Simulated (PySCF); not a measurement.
Dimethyl ether, SMILES COC (B3LYP/def2-SVP optimised geometry):

```
9

C      1.317    -0.412     0.000
O     -0.083    -0.412     0.000
C     -0.641     0.873     0.000
H      1.736     0.094     0.896
H      1.736     0.092    -0.896
H      1.656    -1.458     0.001
H     -0.343     1.458     0.895
H     -1.736     0.767     0.002
H     -0.346     1.457    -0.897
```

Computed with B3LYP/def2-TZVP run with PySCF.

Problem. What are the frontier orbital energies and the dipole moment?

Solution. HOMO-2 -10.35 eV, HOMO-1 -8.84 eV, HOMO -7.20 eV, LUMO 1.01 eV, LUMO+1 2.04 eV; dipole moment 1.19 D.

On the same geometry PBE/def2-TZVP (PySCF) gives HOMO-2 -9.06 eV, HOMO-1 -7.51 eV, HOMO -5.83 eV, LUMO 0.55 eV, LUMO+1 1.55 eV; dipole moment 1.08 D.

Meta-Löwdin charges at B3LYP/def2-TZVP: C1 -0.10, O2 -0.38, C3 -0.10, H4 0.09, H5 0.09, H6 0.12, H7 0.09, H8 0.12, H9 0.09.
